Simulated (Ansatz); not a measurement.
One change: `CC(F)CF` becomes `CC(F)CCl`.

Ansatz, PBE0-D4/def2-TZVP geometries, multiplicity 1. Each molecule was computed in one conformer, which needn't be the lowest.

```csv
property,`CC(F)CF`
LUMO energy (PBE/def2-TZVPP) / eV,0.37
LUMO energy (B3LYP/def2-TZVPP) / eV,0.80
LUMO energy (PBE0/def2-TZVPP) / eV,1.16
HOMO energy (PBE0/def2-TZVPP) / eV,-9.27
HOMO energy (ωB97M-V/def2-TZVPP) / eV,-11.68
size of the dipole moment (B3LYP/def2-TZVPP) / D,2.90
```

**Question.** Give the same properties after the change, and the shifts. (Best estimate.)

**Answer.** Computed: 
| property | `CC(F)CCl` | shift |
| --- | --- | --- |
| LUMO energy (PBE/def2-TZVPP) / eV | -0.50 | -0.87 |
| LUMO energy (B3LYP/def2-TZVPP) / eV | 0.34 | -0.46 |
| LUMO energy (PBE0/def2-TZVPP) / eV | 0.64 | -0.52 |
| HOMO energy (PBE0/def2-TZVPP) / eV | -8.64 | 0.63 |
| HOMO energy (ωB97M-V/def2-TZVPP) / eV | -10.96 | 0.72 |
| size of the dipole moment (B3LYP/def2-TZVPP) / D | 0.50 | -2.40 |

With PBE0 the HOMO rises by 0.63 eV and the LUMO falls by 0.52 eV, so the gap narrows by about 1.15 eV. PBE moves the HOMO by 0.36 eV and ωB97M-V by 0.72 eV. Dipoles are sizes alone; their direction can turn.

B3LYP here is the variant with VWN-RPA as its local correlation; programs differ in this.
